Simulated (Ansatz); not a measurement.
**SiH4O (Si(OH)H3) at 5 levels**

We compute a comparison of 5 runs (CAM-B3LYP/STO-3G, r2SCAN/STO-3G, UMP2/STO-3G, CCSDT(Q)/STO-3G, CCSDTQ/STO-3G) of SiH4O (Si(OH)H3). 

The results are computed with Ansatz 0.2.0.

57 further runs of the same task are left out: 2 that didn't finish, 55 set aside as unsound or not needed.

### 1 The structure to begin with

The species is SiH4O (6 atoms), meant as a singlet with charge 0. As SMILES, `[H][Si]([H])([H])O`. The O2–Si1 distance was set to 3.250 Å, away from the relaxed value. At this shape a bond of the SMILES string is far longer than usual.

Bond lengths: O2–H3 0.953 Å, Si1–H4 1.464 Å, Si1–H5 1.464 Å, Si1–H6 1.453 Å. Angles: H4–Si1–H5 108.8°, H4–Si1–H6 112.9°, H5–Si1–H6 112.9°.

### 2 A single-point energy at CAM-B3LYP/STO-3G (run 1)

Input file run.yaml:

```yaml
crystal:
  periodic: [false, false, false]
  atoms:
    - {symbol: Si, position_ang: [-0.060340, -0.138030, -2.032943]}
    - {symbol: O, position_ang: [-0.059540, -0.091910, 1.217130]}
    - {symbol: H, position_ang: [0.327320, 0.620940, 1.717260]}
    - {symbol: H, position_ang: [1.312750, -0.135830, -2.541883]}
    - {symbol: H, position_ang: [-0.760780, 1.035320, -2.558223]}
    - {symbol: H, position_ang: [-0.761000, -1.382730, -2.301463]}
basis:
  gaussian:
    orbitals: STO-3G
hamiltonian:
  xc: {name: CAM-B3LYP}
accuracy: high
```

On the command line:

```
$ ansatz run run.yaml --threads 1 --pin off --max-ram 2610MiB --events-out events.jsonl --progress --plain --runs-dir runs
```

What it wrote:

```text
Warning: RAYON_NUM_THREADS=1 ignored (pool sized by the plan → 1); use --threads N
Functional definition: CAM-B3LYP
  name "CAM-B3LYP"
  parameter alpha = 0.19
  parameter beta = 0.46
  parameter omega = 0.33/bohr
  parameter ac = 0.81
  exchange = (1 - alpha - beta)*b88_x + beta*b88_x_sr(omega) + alpha*exact_x + beta*exact_x_lr(omega)
  correlation = (1 - ac)*vwn5_c + ac*lyp_c
290 factors; integrals over basis functions are off by at most 3.9e-8 eV
150 factors; integrals over basis functions are off by at most 1.0e-9 eV
mean field evaluation 1: about -9850.9909 eV, gradient 3.0e1 eV
mean field evaluation 2: about -9720.7910 eV, gradient 8.1e1 eV
mean field evaluation 4: about -9854.3413 eV, gradient 2.1e1 eV
mean field evaluation 8: about -9854.8449 eV, gradient 2.0e1 eV
mean field evaluation 16: about -9860.7107 eV, gradient 1.4e-8 eV
mean field -9860.71068566 eV, -362.3744338682 hartree, gradient 1.6e-8 eV, S^2 0.000000; 2 other end points of the search recorded, 0 dependent functions left out
reference -9860.71070012 eV, -362.3744343997 hartree; 13, 13 occupied and 5, 5 virtual orbitals, 290 factors
Total energy: -9860.71070012 eV, -362.3744343997 hartree
```

Wall time 1.1 s (1 thread of Intel Xeon Platinum 8488C (Sapphire Rapids), shared host); peak memory 0.13 GiB.

### 3 The energy at r2SCAN/STO-3G (run 2)

Input file input.yaml:

```yaml
crystal:
  periodic: [false, false, false]
  atoms:
    - {symbol: Si, position_ang: [-0.060340, -0.138030, -2.032943]}
    - {symbol: O, position_ang: [-0.059540, -0.091910, 1.217130]}
    - {symbol: H, position_ang: [0.327320, 0.620940, 1.717260]}
    - {symbol: H, position_ang: [1.312750, -0.135830, -2.541883]}
    - {symbol: H, position_ang: [-0.760780, 1.035320, -2.558223]}
    - {symbol: H, position_ang: [-0.761000, -1.382730, -2.301463]}
basis:
  gaussian: {orbitals: STO-3G}
hamiltonian: {xc: r2scan}
accuracy: high
```

On the command line:

```
$ ansatz run input.yaml --threads 1 --pin off --max-ram 2610MiB --events-out events.jsonl --progress --plain --runs-dir runs
```

What it wrote:

```text
Warning: RAYON_NUM_THREADS=1 ignored (pool sized by the plan → 1); use --threads N
Functional definition: r2SCAN
  name "r2SCAN"
  parameter k0 = 0.174
  parameter k1 = 0.065
  parameter a1 = 4.9479
  exchange = r2scan_x(k0 = k0, k1 = k1, a1 = a1)
  correlation = r2scan_c
290 factors; integrals over basis functions are off by at most 3.9e-8 eV
mean field evaluation 1: about -9851.2593 eV, gradient 3.1e1 eV
mean field evaluation 2: about -9522.8080 eV, gradient 9.9e1 eV
mean field evaluation 4: about -9852.1737 eV, gradient 3.5e1 eV
mean field evaluation 8: about -9854.8088 eV, gradient 2.4e1 eV
mean field evaluation 16: about -9861.7566 eV, gradient 1.3e-8 eV
mean field -9861.75659202 eV, -362.4128702180 hartree, gradient 2.6e-8 eV, S^2 0.000000; 0 other end points of the search recorded, 0 dependent functions left out
reference -9861.75659248 eV, -362.4128702350 hartree; 13, 13 occupied and 5, 5 virtual orbitals, 290 factors
Total energy: -9861.75659248 eV, -362.4128702350 hartree
```

Wall time 2.5 s (1 thread of Intel Xeon Platinum 8488C (Sapphire Rapids), shared host); peak memory 0.16 GiB.

Run 3 isn't shown in full; the table further down has it.

### 4 A single-point energy at CCSDT(Q)/STO-3G (run 4)

Edit input.yaml of step 3 so:

```diff
@@ -11,3 +11,4 @@
   gaussian: {orbitals: STO-3G}
-hamiltonian: {xc: r2scan}
 accuracy: high
+scf: {omitted_lower_state_checks: [cluster_reference, increment]}
+correlation: {method: ccsdt_q, frozen_orbitals: {H: 0, O: 1, Si: 5}}
```

On the command line:

```
$ ansatz run input.yaml --threads 1 --pin off --max-ram 2610MiB --events-out events.jsonl --progress --plain --runs-dir runs
```

What it wrote:

```text
Warning: RAYON_NUM_THREADS=1 ignored (pool sized by the plan → 1); use --threads N
[... 13 lines left out ...]
6 core orbitals not correlated: weight in the atoms' cores, before any rotation towards them, 1.000 or more for the frozen orbitals, at most 0.000 for the correlated occupied ones
[... 48 lines left out ...]
WARN: these amplitudes may be one of several solutions (largest doubles amplitude 0.86, level shift 12.55 eV)
Total energy: -9842.72687623 eV, -361.7135410615 hartree
Checks for a lower state left out: cluster_reference, increment
```

Run time: 0.48 s. Hardware: 1 thread of Intel Xeon Platinum 8488C (Sapphire Rapids), shared host.

### 5 A single-point energy at CCSDTQ/STO-3G (run 5)

Input file molecule.yaml:

```yaml
crystal:
  periodic: [false, false, false]
  atoms:
    - {symbol: Si, position_ang: [-0.060340, -0.138030, -2.032943]}
    - {symbol: O, position_ang: [-0.059540, -0.091910, 1.217130]}
    - {symbol: H, position_ang: [0.327320, 0.620940, 1.717260]}
    - {symbol: H, position_ang: [1.312750, -0.135830, -2.541883]}
    - {symbol: H, position_ang: [-0.760780, 1.035320, -2.558223]}
    - {symbol: H, position_ang: [-0.761000, -1.382730, -2.301463]}
basis:
  gaussian: {orbitals: STO-3G}
correlation: {method: ccsdtq, frozen_orbitals: {H: 0, O: 1, Si: 5}}
accuracy: high
scf: {omitted_lower_state_checks: [cluster_reference, increment]}
```

On the command line:

```
$ ansatz run molecule.yaml --threads 1 --pin off --max-ram 2610MiB --events-out events.jsonl --progress --plain --runs-dir runs
```

What it wrote:

```text
Warning: RAYON_NUM_THREADS=1 ignored (pool sized by the plan → 1); use --threads N
[... 13 lines left out ...]
6 core orbitals not correlated: weight in the atoms' cores, before any rotation towards them, 1.000 or more for the frozen orbitals, at most 0.000 for the correlated occupied ones
[... 58 lines left out ...]
WARN: these amplitudes may be one of several solutions (largest doubles amplitude 0.86, level shift 12.55 eV)
Total energy: -9842.73732808 eV, -361.7139251600 hartree
Checks for a lower state left out: cluster_reference, increment
```

It took 8.1 s on 1 thread of Intel Xeon Platinum 8488C (Sapphire Rapids), shared host; peak memory 0.14 GiB.

### 6 The series

| run | level | frozen core orbitals | energy (Eh) | wall time |
| --- | --- | --- | --- | --- |
| 1 | CAM-B3LYP/STO-3G | – | -362.374434 | 1.1 s |
| 2 | r2SCAN/STO-3G | – | -362.412870 | 2.5 s |
| 3 | UMP2/STO-3G | 6 | -361.685043 | 0.42 s |
| 4 | CCSDT(Q)/STO-3G | 6 | -361.713541 | 0.48 s |
| 5 | CCSDTQ/STO-3G | 6 | -361.713925 | 8.1 s |

### 7 Results

| quantity | value |
| --- | --- |
| run 5: total energy | -361.71393 Eh |
| run 5: correlation energy (6 core orbitals frozen) | -276.9 mEh |
| run 5: T1 diagnostic | 0.055 |

What this shows: Totals of different functionals can't be ranked against each other. In runs 4, 5 the log says that unrestricted orbitals would lower the reference, so the values rest on an unstable closed-shell determinant (other closed-shell runs at this shape may share the fault). In runs 1, 2, 3, 4, 5 the basis is minimal, so the values are rough. In runs 1, 2 a closed-shell determinant meets a far-stretched bond, which it describes badly. Spin contamination of the reference: run 3 ⟨S²⟩ = 1.00. Where it is this large, the reference is a mixture of spin states, and values that rest on it are in doubt. All runs together took 13 s, the longest 8.1 s.
